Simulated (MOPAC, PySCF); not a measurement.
Dissociation curve of H2, singlet.

Methods: RMP2/6-31G* = restricted MP2 (frozen core)/6-31G*, spherical d in PySCF; UHF/6-31G* = PySCF 2.14.0 with unrestricted Hartree-Fock/6-31G*, spherical d; PM3, restricted, heats of formation (MOPAC).

Energies are in eV, each relative to the lowest point of its own curve near equilibrium.

| R / Å | RMP2/6-31G* | UHF/6-31G* | PM3 |
|---|---|---|---|
| 0.60 | 0.496 | 0.457 | 0.207 |
| 0.64 | 0.225 | 0.199 | 0.070 |
| 0.68 | 0.071 | 0.056 | 0.007 |
| 0.70 | 0.028 | 0.019 | 0.000 |
| 0.73 | 0.000 | 0.000 | 0.017 |
| 0.75 | 0.002 | 0.008 | 0.045 |
| 0.78 | 0.030 | 0.045 | … |
| 0.80 | 0.064 | 0.085 | 0.166 |
| 0.82 | 0.108 | 0.135 | … |
| 0.86 | 0.221 | 0.260 | 0.392 |
| 0.93 | 0.479 | 0.540 | 0.739 |
| 1.02 | 0.880 | 0.972 | 1.270 |
| 1.13 | 1.418 | 1.553 | 1.977 |
| 1.24 | 1.966 | 2.132 | 2.680 |
| 1.33 | 2.404 | 2.493 | 3.223 |
| 1.49 | 3.138 | 2.921 | 4.115 |
| 1.66 | 3.835 | 3.186 | … |
| 1.85 | 4.503 | 3.351 | 5.975 |
| 2.01 | … | 3.430 | 6.701 |
| 2.23 | … | 3.489 | … |
| 2.63 | 6.001 | 3.530 | 8.692 |
| 3.00 | 6.097 | 3.541 | 9.444 |

Question: Some entries are withheld; supply them.

Answer: 
- 0.78, PM3: 0.110
- 0.82, PM3: 0.233
- 1.66, PM3: 5.013
- 2.01, RMP2/6-31G*: 4.971
- 2.23, RMP2/6-31G*: 5.474
- 2.23, PM3: 7.538

The restricted form behind RMP2/6-31G*, PM3 keeps the bonding electrons paired and can't separate into open-shell fragments. The unrestricted determinant behind UHF/6-31G* is spin-contaminated at 1.24 to 3.00 Å (<S²> up to 1.0, against 0.00 for a pure singlet).
